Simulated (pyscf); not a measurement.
Thermochemistry of product channels of SiH₂ [singlet] + HC≡CH on the singlet surface, in kJ/mol, from CCSD(T)/def2-TZVPP + ΔMP2(QZVPP) energies (ideal gas, 1 atm, RRHO with modes under 100 cm⁻¹ raised to 100, one conformer, R ln 2 for rigid chiral ones). PySCF, gas phase, ωB97X-D3(BJ)/def2-SVP geometries. MP2 and CC: frozen core, UHF for open shells. ΔMP2 is the change of the MP2 total energy from the triple- to the quadruple-zeta basis.

```
products                                ΔE  ΔH(298 K)  ΔG(298 K)  ΔG(1200 K)
----------------------------------  ------  ---------  ---------  ----------
cyclic C₂H₄Si (SMILES C1=C[SiH2]1)     ___     -219.7     -175.2         ___
HC≡C–SiH₃                              ___     -262.2     -220.7       -97.0
H₂C=C=SiH₂                          -176.6     -164.5     -123.9        -1.7
H₂C=CH–SiH: [singlet]               -203.2     -183.4     -145.3       -27.3
```

Task: Complete the blanks.

Result: 
- cyclic C₂H₄Si (SMILES C1=C[SiH2]1), ΔE: -233.3
- cyclic C₂H₄Si (SMILES C1=C[SiH2]1), ΔG(1200 K): -38.2
- HC≡C–SiH₃, ΔE: -269.5

These are energies of the channels, which say nothing of barriers. The CCSD(T) − MP2 part came from Ansatz, without density fitting, on the same reference.
